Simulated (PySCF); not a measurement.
Which basis set comes closest?

Molecule: ethyl propyl ether, C5H12O.

Atom-mapped SMILES (the numbers label the heavy atoms): `[CH3:1][CH2:2][CH2:3][O:4][CH2:5][CH3:6]`. Hydrogens are named by the atom that carries them.

Geometry PBE0-D3(BJ)/def2-SVP throughout; GIAO in PySCF, gas phase, one conformer, non-relativistic; equivalent atoms averaged; functional PBE0.

Reference values (measured; solution, not stated per compound (mostly CDCl3 or CCl4); Pretsch, Buehlmann, Badertscher, Structure Determination of Organic Compounds, 4th ed. (2009)): δ(C3) = 72.5 ppm, δ(C2) = 23.2 ppm, δ(C1) = 10.7 ppm. Computed shifts are taken against TMS, calculated as an isolated molecule at each level.

How do the basis sets STO-3G, 6-31G, pcSseg-0, 6-31G*, def2-SVP, cc-pVDZ, pcSseg-1, 6-311+G(2d,p), aug-cc-pVDZ, def2-TZVP, IGLO-III perform against the reference? Times are CPU seconds on shared hosts with different chips, so compare them loosely.

## Answers


```csv
basis set,functions,C3,C2,C1,mean abs. error C,core-s
STO-3G,42,58.3,24.3,18.9,7.8,3.2
6-31G,78,71.7,24.6,11.9,1.1,5.8
pcSseg-0,78,78.0,25.7,12.5,3.3,6.1
6-31G*,108,70.7,24.2,11.3,1.1,8.4
def2-SVP,144,72.0,24.3,10.9,0.6,11
cc-pVDZ,144,73.7,26.8,12.0,2.0,14
pcSseg-1,162,75.8,26.3,11.3,2.3,28
"6-311+G(2d,p)",234,74.7,26.2,10.4,1.8,24
aug-cc-pVDZ,246,72.6,26.8,11.1,1.4,32
def2-TZVP,258,76.6,27.0,11.1,2.8,28
IGLO-III,330,77.9,27.3,11.1,3.3,49
```

For ¹³C the closest is def2-SVP (0.6 ppm) and the furthest STO-3G (7.8 ppm). Where a smaller basis beats a larger one, errors probably cancel. One molecule is a small sample, and vibrational and solvent effects are absent from the calculation.

A small basis that lands close on one nucleus may do so by chance; judge by the trend and by all nuclei.
